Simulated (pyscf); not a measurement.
Structures and frequencies: ωB97X-D3(BJ)/def2-SVP in PySCF.

H₂O + H₂N–Ga(OH)–OH → HO–Ga(OH)–OH + NH₃
Surface: singlet. Broken: H–O, Ga–N. Formed: Ga–O, H–N. Give ΔE‡ and ΔE from PBE/def2-TZVP, relative to the separated reactants.

ΔE‡ = -11.6 kcal/mol, ΔE = -7.0 kcal/mol. ωB97M-D3(BJ)/def2-TZVP gives -9.5 kcal/mol and -6.2 kcal/mol. Zero-point energy shifts the barrier by +0.8 kcal/mol. It is a four-centre exchange, with an imaginary mode of 1037i cm⁻¹. On the reactant side the descent ends in an adduct with a Ga–O contact, 16.4 kcal/mol under the separated species and 5.8 kcal/mol under the saddle at ωB97X-D3(BJ)/def2-TZVP. On the product side the descent ends in an adduct with a Ga–N contact, 27.5 kcal/mol under the separated species and 22.7 kcal/mol under the saddle at ωB97X-D3(BJ)/def2-TZVP. At PBE the saddle lies under the separated reactants, which points to a path from their complex (located at ωB97X-D3(BJ) alone). At PBE the saddle lies under the separated products, which points to a path from their complex (located at ωB97X-D3(BJ) alone). What is counted as formed (Ga–O) is already present as a longer contact in the reactant adduct; forming that adduct is a step of its own. What is counted as broken (Ga–N) persists as a longer contact in the product adduct; parting that adduct is a step of its own. One saddle was located; it need not be the lowest between these sides. Elements up to Kr have no core potential and no relativistic terms here.
